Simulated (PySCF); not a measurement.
## Static response to an electric field

ClF.
Structure used (PBE0-D3(BJ)/def2-TZVP), in Å, numbered top down from 1:
```xyz
2
ClF angstrom
F      0.8184   -0.0286    0.0016
Cl    -0.8010   -0.0002   -0.0137
```

The species is `FCl` (ClF).

Level: CAM-B3LYP/aug-cc-pVTZ (PySCF), static field, nuclei fixed, core orbitals frozen in the response. The polarisability tensor in these axes (au):

```
x   22.21 -0.11  0.06
y   -0.11 15.86  0.00
z    0.06  0.00 15.86
```

Q: Diagonalise the tensor; give its mean and Δα, where Δα² is half the sum of the squared differences of the eigenvalues.

A: Principal values 15.86, 15.86 and 22.21 au; mean 17.98 au = 2.66 Å³ = 2.96 × 10⁻⁴⁰ C²·m²/J; Δα = 6.35 au (35 % of the mean).

Q: What is the dipole moment, and where does it point?

A: (-0.90, 0.02, -0.01) D, 0.90 D in size, pointing from the negative to the positive side. Measured along this direction, the outermost atoms are F1 at the negative end and Cl2 at the positive end.

Q: What depolarisation ratio follows for Rayleigh scattering of linearly polarised light, taking the static tensor?

A: ρ = 3Δα²/(45ᾱ² + 4Δα²) = 120.9/(14542 + 161.2) = 0.00822.

Q: Find the Langevin capture rate constant for NO+ (29.998 u) meeting this molecule (53.967 u), k = 2.342 × 10⁻⁹ cm³/s × √(α in Å³ / reduced mass in u).

A: The reduced mass is 19.28 u, so k = 0.87 × 10⁻⁹ cm³/s. The formula leaves out the permanent dipole, which adds to the capture rate.

Q: Molar refractivity from α?

A: Lorentz–Lorenz: R = (4π/3)N_A α = 2.5225 cm³/(mol·Å³) × 2.66 Å³ = 6.7 cm³/mol, in the limit of long wavelengths.

Q: In a dilute gas of rigid molecules at 400 K, how does the orientational term μ²/3kT compare with the electronic polarisability?

A: In Gaussian units μ²/3kT = 4.85 Å³ against 2.66 Å³, a ratio of 1.82; the Debye molar polarisation (4π/3)N_A(α + μ²/3kT) is 19.0 cm³/mol, leaving out the vibrational part.

Isolated species at its PBE0-D3(BJ)/def2-TZVP geometry, gas phase.

These values come from a run that also computed excited states. The run took 1.4 s of wall time on an Arm Neoverse V2 with one thread (shared host), and the process peaked at 0.32 GiB of memory.
